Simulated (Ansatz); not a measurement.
PF3. Total charge 0; triplet. Geometry r2SCAN-D4/def2-TZVP, that of the neutral singlet; atoms count from 1.

```xyz
4

P     0.290    0.109    0.499
F     1.079   -0.386   -0.773
F    -0.525    1.263   -0.201
F    -0.844   -0.986    0.475
```

At PBE0-D4/def2-TZVP a singlet of charge 0 lies 5.71 eV below the triplet at the same geometry.

Estimate the Mulliken populations from the PBE0/def2-TZVP orbitals of Ansatz.


```
atom  charge (e)  spin (α − β)
  P1        0.54          1.75
  F2       -0.20          0.07
  F3       -0.17          0.09
  F4       -0.17          0.09
```
Mulliken values depend strongly on the basis.

Where does the spin sit?

Summed by element: P 1.75, F 0.25, of 2 unpaired in all. Largest on single atoms: P1 1.75, F4 0.09, F3 0.09.

And the Mayer bond orders between heavy atoms (over 0.3)?

P1–F2 1.12 (1.58 Å); P1–F3 1.07 (1.58 Å); P1–F4 1.07 (1.58 Å).
